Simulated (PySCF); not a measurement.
These are PBE-D3(BJ)/def2-TZVP // B3LYP-D3(BJ)/def2-TZVP (PySCF) values and carry that method's errors. All species are isolated molecules in the gas phase. 

Reference species (SMILES): `[SiH3][Ga][Cl]` (neutral, multiplicity 2).

- highest occupied spin orbital = -4.99 eV

Changed species: `[SiH3]` (radical fragment; the reference has radical fragment).

**Question.** Predict the effect on the highest occupied spin orbital.

**Answer.** the highest occupied spin orbital falls by 0.34 eV, to -5.33 eV.
